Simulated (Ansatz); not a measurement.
[OH···H···Si], triplet: the ladder up to UCCSDT(Q)

Geometry: a point of a hydrogen-transfer path between rigid fragments, not a stationary point.

```yaml
atoms:
  - { symbol: O, position_ang: [-0.8626, -0.2316, 0.0000] }
  - { symbol: H, position_ang: [-1.1119, 0.6949, 0.0000] }
  - { symbol: H, position_ang: [0.0970, -0.2316, 0.0000] }
  - { symbol: Si, position_ang: [1.8774, -0.2316, 0.0000] }
```

Basis cc-pVTZ; Ansatz 0.2.0. Only valence electrons are correlated (noble-gas cores frozen), which leaves 12 electrons in 86 orbitals. R marks a restricted (for open shells ROHF) determinant, U an unrestricted one. Active spaces: pair = (4e, 4o) about the gap; valence = (12e, 10o) chosen from the atoms' valence shells.

Full CI isn't at hand for all of this; UCCSDT(Q) serves as the reference, and is uncertain by about the last step of the cluster series. The frozen core follows each run's orbitals, which can shift R against U totals by a few meV.

For open shells CISD is restricted-active-space CI with the open shells as a complete middle space.

```
UHF ⟨S²⟩                          : 2.016
T1 diagnostic (RCCSD)             : 0.0197
largest doubles amplitude (RCCSD) : 0.074
T1 diagnostic (UCCSD)             : 0.0134
```

| level | E − E(UCCSDT(Q)) (kcal/mol) | share of correlation (%) | wall time |
| --- | --- | --- | --- |
| RHF | 231.71 | 0.00 | – |
| UHF | 228.85 | 1.23 | – |
| RMP2 | 22.23 | 90.40 | – |
| UMP2 | 22.23 | 90.40 | – |
| CISD | 27.05 | 88.33 | 34 s |
| RCCSD | 8.79 | 96.21 | – |
| UCCSD | 8.66 | 96.26 | – |
| RCCSD(T) | 0.96 | 99.59 | 96 s |
| UCCSD(T) | 0.92 | 99.60 | 1.7 min |
| BCCD(T) | 0.92 | 99.60 | 17 s (H100) |
| RCCSDT | 0.42 | 99.82 | – |
| UCCSDT | 0.38 | 99.83 | – |
| RCCSDT(Q) | 0.05 | 99.98 | 35 s (H100) |
| CASSCF (valence space) | 187.19 | 19.21 | – |
| NEVPT2 (valence space) | 34.80 | 84.98 | 18 s (H100) |

The correlation energy at UCCSDT(Q), counted from RHF, is -10.048 eV. That run took 42 s on 2 threads of AMD EPYC 7R13 with a shared H100 80 GB, shared host.

Run but not shown, since their state or frozen core can't be matched to the reference's or they repeat it: CASSCF (pair space), NEVPT2 (pair space).

Times hold each run's SCF and search for its determinant on a shared host, so for small cases they say little of a method's own cost; rows without a card ran on 1 thread of AMD EPYC 7R13.

Natural occupations of CASSCF (valence space) about the gap: 1.998 1.978 1.976 1.959 1.000 1.000 0.048 0.023 0.019; effectively unpaired electrons, Σ n²(2−n)², 2.02.
